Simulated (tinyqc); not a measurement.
Worked calculation: extended Hueckel theory, for CH4. One step of it, computed by the program tinyqc.

Task: Wolfsberg-Helmholz matrix. H_ij = K' S_ij (H_ii + H_jj)/2 for i != j (the diagonal keeps H_ii), with K' = 1.75.

overlap S, lower triangle:
```
           1C 2s     1C 2px     1C 2py     1C 2pz     2H 1s     3H 1s     4H 1s     5H 1s
1C 2s   1.000000
1C 2px  0.000000   1.000000
1C 2py  0.000000   0.000000   1.000000
1C 2pz  0.000000   0.000000   0.000000   1.000000
2H 1s   0.507311   0.288874   0.288874   0.288874  1.000000
3H 1s   0.507311   0.288874  -0.288874  -0.288874  0.159043  1.000000
4H 1s   0.507311  -0.288874   0.288874  -0.288874  0.159043  0.159043  1.000000
5H 1s   0.507311  -0.288874  -0.288874   0.288874  0.159043  0.159043  0.159043  1.000000
```

diagonal H_ii (eV): 1C 2s -21.400000, 1C 2px -11.400000, 1C 2py -11.400000, 1C 2pz -11.400000, 2H 1s -13.600000, 3H 1s -13.600000, 4H 1s -13.600000, 5H 1s -13.600000

K = 1.750000

Give: H.

Result:

H (eV), lower triangle:
```
           1C 2s    1C 2px    1C 2py    1C 2pz     2H 1s     3H 1s     4H 1s     5H 1s
1C 2s   -21.4000
1C 2px    0.0000  -11.4000
1C 2py    0.0000    0.0000  -11.4000
1C 2pz    0.0000    0.0000    0.0000  -11.4000
2H 1s   -15.5364   -6.3191   -6.3191   -6.3191  -13.6000
3H 1s   -15.5364   -6.3191    6.3191    6.3191   -3.7852  -13.6000
4H 1s   -15.5364    6.3191   -6.3191    6.3191   -3.7852   -3.7852  -13.6000
5H 1s   -15.5364    6.3191    6.3191   -6.3191   -3.7852   -3.7852   -3.7852  -13.6000
```
